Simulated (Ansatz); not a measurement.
# [SnF3]-: single points with varied inputs

Aim: run [SnF3]- under a spread of inputs, and see what each costs and gives.

Method: the settings change from run to run; program: Ansatz 0.2.0, Gaussian basis.

1 further run of the same task is left out (set aside as unsound or not needed). Runs told in other sessions of the task aren't counted.

## Step 1: The relaxed structure

The geometry comes from an earlier relaxation with PBE0-D4 in a triple-zeta def2 set; it is a stationary point. Sn takes a core potential in def2 sets; no spin-orbit term is included.

4 atoms, charge -1, spin multiplicity 1.

Atoms are counted from 1 here; the program's logs count them from 0.

Bond lengths: Sn1–F2 1.999 Å, Sn1–F3 1.999 Å, Sn1–F4 1.999 Å. Angles: F2–Sn1–F3 95.1°, F2–Sn1–F4 95.1°, F3–Sn1–F4 95.1°.

## Step 2: wB97M-V/def2-TZVPD

Options: a grid of angular degree 23.

Contents of in.yaml:

```yaml
crystal:
  periodic: [false, false, false]
  atoms:
    - {symbol: Sn, position_ang: [-0.005751, 0.005566, 0.785223]}
    - {symbol: F, position_ang: [1.703900, -0.031041, -0.249234]}
    - {symbol: F, position_ang: [-0.823719, 1.486887, -0.278260]}
    - {symbol: F, position_ang: [-0.874430, -1.461412, -0.257719]}
basis:
  gaussian: {orbitals: def2-TZVPD, final_grid: {core_spheres: 8, valence_spheres: 7, degree: 23}}
total_charge: -1
hamiltonian: {xc: {name: wB97M-V}}
scf: {omitted_lower_state_checks: [starts]}
output: {forces: true}
```

Run with:

```console
$ ansatz run in.yaml --threads 4 --pin off --events-out ev --progress --plain --max-ram 3916MiB
```

The log of the run, cut to the lines that bear on the results:

```text
Functional definition: wB97M-V
  name "wB97M-V"
  cite "Mardirossian & Head-Gordon, J. Chem. Phys. 144, 214110 (2016) doi:10.1063/1.4952647"
  cite "Becke, J. Chem. Phys. 107, 8554 (1997) doi:10.1063/1.475007"
  cite "Vydrov & Van Voorhis, J. Chem. Phys. 133, 244103 (2010) doi:10.1063/1.3521275"
  # Of w^i u^j: cxij and so on, Table III.
[...]
  gx(w, u) = 1 - cx + cx01*u + cx10*w
  gss(w, u) = css00 + css04*u^4 + css10*w + css20*w^2 + css43*w^4*u^3
  gos(w, u) = cos00 + cos10*w + (cos20 + cos21*u)*w^2 + (cos60 + cos61*u)*w^6
[...]
      + integral(e_c_pw_mod_opposite_spin*gos(b97_w_opposite, b97_u_opposite)) + vv10(b, c)
[...]
1033 factors; their error is unknown
279 factors; integrals over basis functions are off by at most 2.1e-5 eV
[...]
mean field -13988.75012834 eV, -514.0770853010 hartree, gradient 5.3e-5 eV, S^2 0.000000; 0 other end points of the search recorded, 0 dependent functions left out
[...]
reference -13988.75018157 eV, -514.0770872573 hartree; 25, 25 occupied and 151, 151 virtual orbitals, 1033 factors
Total energy: -13988.75018157 eV, -514.0770872573 hartree
Atom 0 at    -0.005751     0.005566     0.785223 Å, force     0.000821     0.000501     0.063753 eV/Å
Atom 1 at     1.703900    -0.031041    -0.249234 Å, force    -0.012661     0.000066    -0.020815 eV/Å
Atom 2 at    -0.823719     1.486887    -0.278260 Å, force     0.005754    -0.010781    -0.021371 eV/Å
Atom 3 at    -0.874430    -1.461412    -0.257719 Å, force     0.006086     0.010214    -0.021568 eV/Å
Dipole moment:    -0.005247     0.005071     0.716233 e Å
Checks for a lower state left out: starts
```

Run time: 2.9 s. Hardware: 4 threads of Arm Neoverse V1, shared host.

Largest force 0.064 eV/Å.

## Step 3: RPBE/ANO-RCC-VTZP

Set apart from the defaults: D4 dispersion, the search for lower states set to off.

in.yaml, as its differences from that of step 2:

```diff
@@ -8,6 +8,6 @@
 basis:
-  gaussian: {orbitals: def2-TZVPD, final_grid: {core_spheres: 8, valence_spheres: 7, degree: 23}}
+  gaussian: {orbitals: ANO-RCC-VTZP}
 total_charge: -1
-hamiltonian: {xc: {name: wB97M-V}}
-scf: {omitted_lower_state_checks: [starts]}
+hamiltonian: {xc: {name: RPBE}, dispersion: d4}
+scf: {lower_state_search: off}
 output: {forces: true}
```

Same command.

The log of the run, cut to the lines that bear on the results:

```text
Functional definition: RPBE
  name "RPBE"
  cite "Hammer, Hansen & Nørskov, Phys. Rev. B 59, 7413 (1999) doi:10.1103/PhysRevB.59.7413"
  cite "Perdew, Burke & Ernzerhof, Phys. Rev. Lett. 77, 3865 (1996) doi:10.1103/PhysRevLett.77.3865"
[...]
1285 factors; their error is unknown
[...]
mean field -176236.48611857 eV, -6476.5714074765 hartree, gradient 1.5e-6 eV, S^2 0.000000; 0 other end points of the search recorded, 0 dependent functions left out
[...]
reference -176236.48617594 eV, -6476.5714095851 hartree; 39, 39 occupied and 119, 119 virtual orbitals, 1285 factors
Total energy: -176236.75937603 eV, -6476.5814495031 hartree
Relativity: scalar
Atom 0 at    -0.005751     0.005566     0.785223 Å, force    -0.007665     0.008063     1.128306 eV/Å
Atom 1 at     1.703900    -0.031041    -0.249234 Å, force     0.634690    -0.013507    -0.371213 eV/Å
Atom 2 at    -0.823719     1.486887    -0.278260 Å, force    -0.304074     0.550545    -0.382336 eV/Å
Atom 3 at    -0.874430    -1.461412    -0.257719 Å, force    -0.322951    -0.545100    -0.374757 eV/Å
Dipole moment:    -0.005198     0.005009     0.707331 e Å
Checks for a lower state left out: stability, starts, cluster_reference, orbital_swaps, neighbouring_geometries, increment
```

Run time: 2.3 s. Hardware: 4 threads of Arm Neoverse V1, shared host.

Largest force 1.128 eV/Å.

## Step 4: B3LYP5/def2-mTZVPP

Options: the search for lower states set to full.

in.yaml, as its differences from that of step 3:

```diff
@@ -8,6 +8,6 @@
 basis:
-  gaussian: {orbitals: ANO-RCC-VTZP}
+  gaussian: {orbitals: def2-mTZVPP}
 total_charge: -1
-hamiltonian: {xc: {name: RPBE}, dispersion: d4}
-scf: {lower_state_search: off}
+hamiltonian: {xc: {name: B3LYP5}}
+scf: {lower_state_search: full}
 output: {forces: true}
```

Launched as before.

The log of the run, cut to the lines that bear on the results:

```text
Functional definition: B3LYP5
  name "B3LYP5"
  cite "Stephens, Devlin, Chabalowski & Frisch, J. Phys. Chem. 98, 11623 (1994) doi:10.1021/j100096a001"
  cite "Becke, Phys. Rev. A 38, 3098 (1988) doi:10.1103/PhysRevA.38.3098"
  cite "Lee, Yang & Parr, Phys. Rev. B 37, 785 (1988) doi:10.1103/PhysRevB.37.785"
  cite "Vosko, Wilk & Nusair, Can. J. Phys. 58, 1200 (1980) doi:10.1139/p80-159"
[...]
847 factors; their error is unknown
[...]
mean field -13988.32406194 eV, -514.0614276498 hartree, gradient 5.5e-5 eV, S^2 0.000000; 0 other end points of the search recorded, 0 dependent functions left out
[...]
reference -13988.32429406 eV, -514.0614361801 hartree; 25, 25 occupied and 83, 83 virtual orbitals, 847 factors
Total energy: -13988.32429406 eV, -514.0614361801 hartree
Atom 0 at    -0.005751     0.005566     0.785223 Å, force    -0.006737     0.007198     1.005537 eV/Å
Atom 1 at     1.703900    -0.031041    -0.249234 Å, force     0.548518    -0.011745    -0.330909 eV/Å
Atom 2 at    -0.823719     1.486887    -0.278260 Å, force    -0.262729     0.475754    -0.340584 eV/Å
Atom 3 at    -0.874430    -1.461412    -0.257719 Å, force    -0.279051    -0.471207    -0.334044 eV/Å
Dipole moment:    -0.005199     0.005011     0.707605 e Å
```

Run time: 0.95 s. Hardware: 4 threads of Arm Neoverse V1, shared host.

Largest force 1.006 eV/Å.

## Step 5: RPBE/def2-TZVP

Options: D4 dispersion.

in.yaml, as its differences from that of step 4:

```diff
@@ -8,6 +8,5 @@
 basis:
-  gaussian: {orbitals: def2-mTZVPP}
+  gaussian: {orbitals: def2-TZVP}
 total_charge: -1
-hamiltonian: {xc: {name: B3LYP5}}
-scf: {lower_state_search: full}
-output: {forces: true}
+hamiltonian: {xc: {name: RPBE}, dispersion: d4}
+scf: {omitted_lower_state_checks: [starts]}
```

Same command.

The log of the run:

```text
Functional definition: RPBE
  name "RPBE"
  cite "Hammer, Hansen & Nørskov, Phys. Rev. B 59, 7413 (1999) doi:10.1103/PhysRevB.59.7413"
  cite "Perdew, Burke & Ernzerhof, Phys. Rev. Lett. 77, 3865 (1996) doi:10.1103/PhysRevLett.77.3865"
  parameter kappa = 0.804
  parameter beta = 0.06672455060314922
  exchange = rpbe_x(kappa = kappa, mu = beta*pi^2/3)
  correlation = pbe_c(beta = beta)
these checks for a lower state are left out or cut short: starts
856 factors; their error is unknown
mean field evaluation 1: about -13991.7943 eV, gradient 1.5e1 eV
mean field evaluation 2: about -13991.7504 eV, gradient 1.6e1 eV
mean field evaluation 4: about -13992.0909 eV, gradient 1.2e0 eV
mean field evaluation 8: about -13992.0856 eV, gradient 9.0e-2 eV
mean field evaluation 16: about -13992.0856 eV, gradient 2.1e-5 eV
mean field -13992.08564949 eV, -514.1996634424 hartree, gradient 2.1e-5 eV, S^2 0.000000; 0 other end points of the search recorded, 0 dependent functions left out
reference -13992.08569894 eV, -514.1996652596 hartree; 25, 25 occupied and 118, 118 virtual orbitals, 856 factors
Total energy: -13992.35889902 eV, -514.2097051775 hartree
Checks for a lower state left out: starts
```

Wall time 0.75 s (4 threads of Arm Neoverse V1, shared host).

## Step 6: All runs side by side

| level | charge | multiplicity | geometry | functions | energy (eV) | time |
| --- | --- | --- | --- | --- | --- | --- |
| wB97M-V/def2-TZVPD | -1 | 1 | relaxed | 176 | -13988.750 | 2.9 s |
| RPBE/ANO-RCC-VTZP | -1 | 1 | relaxed | 158 | -176236.759 | 2.3 s |
| B3LYP5/def2-mTZVPP | -1 | 1 | relaxed | 108 | -13988.324 | 0.95 s |
| RPBE/def2-TZVP | -1 | 1 | relaxed | 143 | -13992.359 | 0.75 s |

## Step 7: Summary of results

| quantity | value |
| --- | --- |
| runs | 4 |
| quickest | RPBE/def2-TZVP, 0.75 s |
| slowest | wB97M-V/def2-TZVPD, 2.9 s |
| spread of total energies, same state and geometry | 162248.4 eV |

What this shows: Run time spans a factor of 4, from RPBE/def2-TZVP to wB97M-V/def2-TZVPD. The jobs differ in tasks and options as well as level. The totals spread over 162248 eV; they can't be compared across methods or bases. Some of these runs are scalar-relativistic and others not, which shifts the totals of all-electron atoms past neon by several eV an atom and more; core potentials, where a basis has them, take the core out of the total altogether. At the PBE0-D4/def2-TZVPD geometry and in the same state, the sound runs without point charges leave forces up to 1.13 eV/Å (RPBE/ANO-RCC-VTZP).
